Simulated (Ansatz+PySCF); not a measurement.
A calculation with Ansatz (development build ahead of 0.2.0).

```yaml
crystal:
  periodic: [false, false, false]
  atoms:
    - { symbol: Al, position_ang: [0.0, 0.0, 0.0] }
    - { symbol: P, position_ang: [0.0, 0.0, 3.54] }
basis:
  gaussian: { orbitals: STO-3G }
magnetization:
  initial_magnetization: 2
hamiltonian:
  xc: hf
correlation:
  method: fci
  frozen_orbitals: { Al: 5, P: 5 }
```

The input is written out in the form of the current development build from the run's settings.

Results

```json
{
  "Converged": "yes",
  "Total energy": "-575.76497 hartree",
  "State": "lowest triplet root, of any spatial symmetry"
}
```
